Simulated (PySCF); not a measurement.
**AlHF (SMILES [F][AlH]): UCCSDT/STO-3G**

Aim: the energy change on altering one bond length of AlHF at UCCSDT/STO-3G, from 2 runs. The job is set up through a Python script.

The calculation is run with PySCF 2.14.0.

9 further runs of the same task are left out: 9 set aside as unsound or not needed.

## 1. The system as given

AlHF has 3 atoms, charge 0, and is taken as a doublet. As SMILES, `[F][AlH]`. Geometry: relaxed at PBE0-D4/def2-TZVP.

Bond lengths: F1–Al2 1.656 Å, Al2–H3 1.607 Å. Angles: F1–Al2–H3 115.5°.

## 2. The energy at UCCSDT/STO-3G

input.py

```python
from pyscf import gto, cc

mol = gto.M(
    atom='''
F        0.907100       0.893200       0.585600
Al      -0.432500       0.318000      -0.199500
H       -0.485400      -1.276100      -0.399300
''',
    charge=0,
    spin=1,
    basis='sto-3g',
    verbose=4,
    max_memory=1860,
)

mf = mol.UHF()
mf.conv_tol = 1e-10
mf.kernel()
if not mf.converged:
    mf = mf.newton().run(mf.mo_coeff, mf.mo_occ)

mycc = cc.CCSDT(mf, frozen=6)
mycc.kernel()
e_tot = mycc.e_tot
print('E(%s) = %.9f' % ('CCSDT', e_tot))
```

Launch:

```sh
$ OMP_NUM_THREADS=1 python input.py
```

Output:

```text
PySCF version 2.14.0

[INPUT] num. atoms = 3
[INPUT] num. electrons = 23
[INPUT] charge = 0
[INPUT] spin (= nelec alpha-beta = 2S) = 1
[INPUT] symmetry False subgroup None
[INPUT] Mole.unit = angstrom
[INPUT] Symbol           X                Y                Z      unit          X                Y                Z       unit  Magmom
[INPUT]  1 F      0.907100000000   0.893200000000   0.585600000000 AA    1.714170567593   1.687903374462   1.106623618545 Bohr   0.0
[INPUT]  2 Al    -0.432500000000   0.318000000000  -0.199500000000 AA   -0.817306548874   0.600932907612  -0.377000361851 Bohr   0.0
[INPUT]  3 H     -0.485400000000  -1.276100000000  -0.399300000000 AA   -0.917273060864  -2.411479507557  -0.754567641539 Bohr   0.0

nuclear repulsion = 43.3969465141513
number of shells = 9
number of NR pGTOs = 45
number of NR cGTOs = 15
basis = sto-3g
ecp = {}

******** <class 'pyscf.scf.uhf.UHF'> ********
method = UHF
initial guess = minao
damping factor = 0
level_shift factor = 0
DIIS = <class 'pyscf.scf.diis.CDIIS'>
diis_start_cycle = 1
diis_space = 8
diis_damp = 0
SCF conv_tol = 1e-10
SCF conv_tol_grad = None
SCF max_cycles = 50
direct_scf = True
direct_scf_tol = 1e-13
number electrons alpha = 12  beta = 11
Set gradient conv threshold to 1e-05
init E= -337.120508736018
[... the frontier-level lines of each cycle are left out ...]

[... 49 lines left out ...]
converged SCF energy = -337.588423640414  <S^2> = 0.75989863  2S+1 = 2.0098743
[... 17 lines left out ...]
WARN: A large `blksize_v_aaa` is being used, which may cause large memory consumption
[... 3 lines left out ...]
WARN: A large `blksize_v_aab` is being used, which may cause large memory consumption
[... 3 lines left out ...]
Approximate memory usage estimate
    T3 memory                15.9 KB
    R3 memory                15.9 KB
    ERIs memory               154 KB
    T1-ERIs memory            154 KB
    Intermediates memory      154 KB
    Block workspace           108 KB
Total estimated memory        617 KB
Init t2, MP2 energy = -0.0381488564870977
Init E_corr(UCCSDT) = -0.0381488564871406
cycle =  1  E_corr(UCCSDT) = -0.043098315986  dE = -4.949459498391e-03  norm(d tamps) = 8.60669956e-02
cycle =  2  E_corr(UCCSDT) = -0.052265849257  dE = -9.167533271356e-03  norm(d tamps) = 6.21757261e-02
cycle =  3  E_corr(UCCSDT) = -0.051639955591  dE =  6.258936660878e-04  norm(d tamps) = 4.50986920e-02
cycle =  4  E_corr(UCCSDT) = -0.055152274924  dE = -3.512319333034e-03  norm(d tamps) = 1.58189960e-02
cycle =  5  E_corr(UCCSDT) = -0.055473405215  dE = -3.211302908457e-04  norm(d tamps) = 5.71335778e-03
cycle =  6  E_corr(UCCSDT) = -0.055417953942  dE =  5.545127309522e-05  norm(d tamps) = 3.12225535e-03
cycle =  7  E_corr(UCCSDT) = -0.055423653014  dE = -5.699072549693e-06  norm(d tamps) = 1.46617898e-03
cycle =  8  E_corr(UCCSDT) = -0.055432436436  dE = -8.783422045106e-06  norm(d tamps) = 6.98562577e-04
cycle =  9  E_corr(UCCSDT) = -0.055445167071  dE = -1.273063463610e-05  norm(d tamps) = 4.20996665e-04
cycle = 10  E_corr(UCCSDT) = -0.055445373113  dE = -2.060417431810e-07  norm(d tamps) = 1.74509261e-04
cycle = 11  E_corr(UCCSDT) = -0.055445217952  dE =  1.551603395697e-07  norm(d tamps) = 8.23000016e-05
cycle = 12  E_corr(UCCSDT) = -0.055446517338  dE = -1.299385894715e-06  norm(d tamps) = 4.68884343e-05
cycle = 13  E_corr(UCCSDT) = -0.055446573097  dE = -5.575922652767e-08  norm(d tamps) = 2.81595874e-05
cycle = 14  E_corr(UCCSDT) = -0.055447070565  dE = -4.974680918868e-07  norm(d tamps) = 1.12932952e-05
cycle = 15  E_corr(UCCSDT) = -0.055447547556  dE = -4.769905428137e-07  norm(d tamps) = 7.69219548e-06
cycle = 16  E_corr(UCCSDT) = -0.055447718539  dE = -1.709833523517e-07  norm(d tamps) = 3.72091365e-06
cycle = 17  E_corr(UCCSDT) = -0.055447824904  dE = -1.063647040306e-07  norm(d tamps) = 2.08180405e-06
cycle = 18  E_corr(UCCSDT) = -0.055447835598  dE = -1.069392059627e-08  norm(d tamps) = 1.28206931e-06
cycle = 19  E_corr(UCCSDT) = -0.055447835320  dE =  2.783313024501e-10  norm(d tamps) = 6.14661859e-07
UCCSDT converged
E(UCCSDT) = -337.6438714757334   E_corr = -0.05544783531962112
E_corr(same-spin) = -0.00828080052086571
E_corr(oppo-spin) = -0.0471670347987554
E(CCSDT) = -337.643871476
```

Wall time 1.8 s (1 thread of Arm Neoverse N1, shared host); peak memory 0.12 GiB.

## 3. The distorted shape

input.xyz

```xyz
3
AlFH
F      0.970581     2.806145     0.825363
Al    -0.369019     2.230945     0.040263
H     -0.485400    -1.276100    -0.399300
```

input.py

```python
from pyscf import gto, scf, cc

mol = gto.M(
    atom='input.xyz',
    verbose=3,
    spin=1,
    basis='sto-3g',
    max_memory=1860,
)

myscf = scf.UHF(mol)
myscf.conv_tol = 1e-10
myscf.kernel()
if not myscf.converged:
    myscf = myscf.newton().run(myscf.mo_coeff, myscf.mo_occ)

mycc = cc.CCSDT(myscf, frozen=6)
mycc.kernel()
e_tot = mycc.e_tot
print('E = %.10f Eh' % e_tot)
```

Launch:

```sh
$ OMP_NUM_THREADS=1 python input.py
```

Output:

```text
converged SCF energy = -337.508181728672  <S^2> = 0.75007381  2S+1 = 2.0000738
_make_eris_incore_UCCSDT

WARN: A large `blksize_v_aaa` is being used, which may cause large memory consumption
      for storing contraction intermediates. If memory is sufficient, consider using
      `pyscf.cc.uccsdt_highm.UCCSDT` instead.

WARN: A large `blksize_v_aab` is being used, which may cause large memory consumption
      for storing contraction intermediates. If memory is sufficient, consider using
      `pyscf.cc.uccsdt_highm.UCCSDT` instead.

UCCSDT converged
E(UCCSDT) = -337.5686672028452   E_corr = -0.06048547417271213
E_corr(same-spin) = -0.0104251524462451
E_corr(oppo-spin) = -0.050060321726467
E = -337.5686672028 Eh
```

Wall time 1.5 s (1 thread of Arm Neoverse N1, shared host); peak memory 0.1 GiB.

## 4. Outcome

Level: UCCSDT/STO-3G, 6 core orbitals frozen.

| quantity | value |
| --- | --- |
| first shape: total energy | -337.64387 Eh |
| first shape: dipole moment (Hartree–Fock density) | 2.11 D |
| first shape: HOMO energy (Hartree–Fock orbitals) (highest over α and β) | -4.72 eV |
| first shape: LUMO energy (Hartree–Fock orbitals) (lowest over α and β) | 7.52 eV |
| first shape: correlation energy (6 core orbitals frozen) | -55.4 mEh |
| first shape: ⟨S²⟩ of the reference determinant | 0.760 |
| first shape: T1 diagnostic | 0.022 |
| distorted shape: total energy | -337.56867 Eh |
| distorted shape: dipole moment (Hartree–Fock density) | 1.32 D |
| distorted shape: HOMO energy (Hartree–Fock orbitals) (highest over α and β) | -4.59 eV |
| distorted shape: LUMO energy (Hartree–Fock orbitals) (lowest over α and β) | 8.13 eV |
| distorted shape: correlation energy (6 core orbitals frozen) | -60.5 mEh |
| distorted shape: ⟨S²⟩ of the reference determinant | 0.750 |
| distorted shape: T1 diagnostic | 0.022 |
| energy change with the Al2–H3 bond stretched from 1.607 to 3.536 Å | 2.046 eV |

In words: With the Al2–H3 bond stretched from 1.607 to 3.536 Å the energy rises by 2.05 eV (197 kJ/mol). The first shape isn't relaxed at this level, so the change isn't measured from a minimum. The minimal basis adds a large error of its own. Mulliken charges (first shape) of the mean-field density run from -0.39 on F1 to +0.69 on Al2; they depend strongly on the basis. Mulliken charges (distorted shape) of the mean-field density run from -0.44 on F1 to +0.44 on Al2.
